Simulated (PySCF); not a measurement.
# [C4H6]-: g tensor and hyperfine couplings

Species: butadiene radical anion, C₄H₆ (charge -1 and doublet state).
Structure used (PBE0-D3(BJ)/def2-SVP), in Å, numbered top down from 1:
```xyz
10
C4H6 angstrom
C      1.7805    0.2284   -0.7025
C      0.6821   -0.1598    0.0784
C     -0.6781    0.1615   -0.0871
C     -1.7770   -0.2262    0.6935
H      1.6575    0.8705   -1.5839
H      2.7971   -0.0973   -0.4598
H      0.9069   -0.8069    0.9443
H     -0.9027    0.8085   -0.9530
H     -2.7935    0.0991    0.4501
H     -1.6550   -0.8685    1.5748
```

The hyperfine couplings belong to this conformer and change with its torsions.

The species is butadiene radical anion (`C=CC=C`) [SMILES of the parent framework; charge -1 and doublet state].

Theory: UKS B3LYP, IGLO-III on C, pcH-1 on H, non-relativistic, mean-field spin-orbit, GIAO (PySCF). Whether the extra electron is bound in the gas phase wasn't checked; a finite basis holds it in any case. The geometry's basis has no diffuse functions, a weakness for an anion. The SCF solution wasn't tested for stability. No frequencies were computed at this geometry's level, so the symmetric structure isn't shown to be a minimum.

```
g1, g2, g3                      : 2.00219, 2.00266, 2.00332
g_iso                           : 2.00272
Form of g                       : rhombic: the two nearest values differ by 41 % of g3 − g1
⟨S²⟩                            : 0.7593 (exact 0.7500)
HOMO–LUMO gap, α and β orbitals : 2.86, 4.51 eV
```

Isotropic coupling and dipolar principal values T1 to T3, in MHz; ρ(0) is the spin density at the nucleus:

| atom | isotope | a_iso | T1 | T2 | T3 | Mulliken spin population | ρ(0) (bohr⁻³) |
| --- | --- | --- | --- | --- | --- | --- | --- |
| C1 | 13C | 28.3 | -30.9 | -30.0 | 60.9 | 0.49 | 0.0252 |
| C2 | 13C | -4.7 | -12.2 | -9.2 | 21.3 | 0.07 | -0.0042 |
| C3 | 13C | -4.7 | -12.2 | -9.2 | 21.3 | 0.07 | -0.0041 |
| C4 | 13C | 28.3 | -30.9 | -30.0 | 60.8 | 0.49 | 0.0252 |
| H5 | 1H | -25.7 | -14.8 | 1.1 | 13.8 | -0.03 | -0.0058 |
| H6 | 1H | -27.6 | -16.7 | 2.2 | 14.5 | -0.03 | -0.0062 |
| H7 | 1H | -7.6 | -3.8 | -3.3 | 7.1 | -0.01 | -0.0017 |
| H8 | 1H | -7.6 | -3.8 | -3.3 | 7.1 | -0.01 | -0.0017 |
| H9 | 1H | -27.6 | -16.7 | 2.2 | 14.5 | -0.03 | -0.0062 |
| H10 | 1H | -25.7 | -14.8 | 1.1 | 13.8 | -0.03 | -0.0058 |

The Mulliken spin populations are largest on C1 (+0.49), C4 (+0.49), C3 (+0.07) and C2 (+0.07).

Axes: g1 is normal to the molecular plane and g2 points within 6° of the C1–C2 bond.

Under fast tumbling the dipolar parts average out, and these isotropic splittings remain: 2 × 1H (H6/H9, I = 1/2, 3 lines) with 0.99 mT, 2 × 1H (H5/H10, I = 1/2, 3 lines) with 0.92 mT and 2 × 1H (H7/H8, I = 1/2, 3 lines) with 0.27 mT.

The 13C coupling of C1/C4 (mean 28.3 MHz) shows only in satellite lines or after enrichment, since that isotope makes up about 1.07 % of natural carbon.

β density exceeds α density at some nuclei, such as H6/H9 (-0.0062), H5/H10 (-0.0058) and C2/C3 (-0.0042), spin density in bohr⁻³. In a single determinant that takes different orbitals for the two spins, that is spin polarisation.
